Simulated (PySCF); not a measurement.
**CF₂: triplet, from a bent start**

The task is one start of a wider search on CF₂: the triplet, from a bent start. It is relaxed, tested by its Hessian and followed downhill if it is a saddle.

The runs use PySCF 2.14.0; PBE0, basis C def2-TZVP, F def2-TZVP, no relativity, density fitting.

## (1) The system as given

3 atoms, charge 0, spin multiplicity 3.

Bond lengths: C1–F2 1.390 Å, C1–F3 1.390 Å. Angles: F2–C1–F3 110.0°.

Coordinates in bohr (charge 0 multiplicity 3):
```
C     0.0000    0.0000    0.0000
F     2.1516    0.0000    1.5067
F    -2.1516    0.0000    1.5067
```

## (2) The SCF at the typed geometry

One driver script runs all steps and calls PySCF; scf.py shows how it sets up the SCF of each step. The optimiser is the driver's own. After this first run the driver tries any further starts and a stability analysis.

Input file scf.py:

```python
from pyscf import gto, scf, dft
mol = gto.M(atom='''
C      0.000000     0.000000     0.000000
F      1.138600     0.000000     0.797300
F     -1.138600     0.000000     0.797300''',
    basis={'C': 'def2-TZVP', 'F': 'def2-TZVP'},
    charge=0, spin=2)
mf = dft.UKS(mol, xc='PBE0')
mf.grids.atom_grid = (50, 194)
aux = {'C': 'def2-universal-JKFIT', 'F': 'def2-universal-JKFIT'}
mf = mf.density_fit(auxbasis=aux)
mf.conv_tol = 1e-08
mf.diis_space = 10
mf.max_cycle = 60
mf.init_guess = 'minao'
mf.verbose = 4
mf.kernel()
```

Run with:

```
$ OMP_NUM_THREADS=4 python axn.py task.json out
```

Further steps of the session: Bent start, triplet: relaxation; Frequencies.

Before running it: what results should come out? Wanted: minimum; geometry; wavenumbers; dipole moment; highest occupied, lowest empty level; polar-tensor charge of C1; zero-point energy; atomisation energy; ⟨S²⟩.

The runs gave:

```
                                          quantity                           value
                                           minimum                    triplet, C2v
                                          geometry  C–F 1.309 Å (×2); F–C–F 119.5°
                                wavenumbers (cm⁻¹)  522 (a1), 1175 (a1), 1359 (b2)
                                     dipole moment                          0.35 D
highest occupied, lowest empty level (either spin)                 -6.14, -3.63 eV
                         polar-tensor charge of C1                         +0.82 e
                                 zero-point energy                     18.3 kJ/mol
                               entropy at 298.15 K                 250.7 J/(mol K)
         atomisation energy (no zero-point energy)                      877 kJ/mol
                                              ⟨S²⟩                           2.004
```

In words: The bent start keeps its C2v symmetry and ends in a minimum. In the infrared the band at 1359 cm⁻¹ (b2) leads. Most of the spin sits on C1 (Mulliken spin 1.76, against 2 for the whole molecule). Other starts or spin states, not run here, may lie lower.
